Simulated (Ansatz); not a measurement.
Cu2ZnSnS4 (I-4, No. 82) was calculated with r²SCAN+rVV10 (PAW; Ansatz, a quantum-chemistry and plane-wave program).

Numerical settings: plane-wave cutoff 500 eV, 10×10×10 k mesh, Fermi–Dirac smearing 0.05 eV, no spin polarisation, scalar-relativistic PAW data made under PBE.

Cell (relaxed at this level):

```yaml
crystal:
  lattice:
    - [-2.69516, 2.69516, 5.38928]
    - [2.69516, -2.69516, 5.38928]
    - [2.69516, 2.69516, -5.38928]
  atoms:
    - { symbol: Zn, position: [0.75000, 0.25000, 0.50000] }
    - { symbol: Cu, position: [0.00000, 0.00000, 0.00000] }
    - { symbol: Cu, position: [0.25000, 0.75000, 0.50000] }
    - { symbol: Sn, position: [0.50000, 0.50000, 0.00000] }
    - { symbol: S, position: [0.36436, 0.37108, 0.47683] }
    - { symbol: S, position: [0.62892, 0.10575, 0.99328] }
    - { symbol: S, position: [0.89425, 0.88753, 0.52317] }
    - { symbol: S, position: [0.11247, 0.63564, 0.00672] }
```

What does this level give for the band gap?


* **band gap**: 0.48 eV (on the SCF k mesh)

Measured, for comparison: band gap 1.49 eV (temperature not stated, not corrected to a static lattice, direct; as tabulated in Wikipedia's data pages).

Spin–orbit coupling is not included.

The computed numbers hold no vibrational or temperature effects.
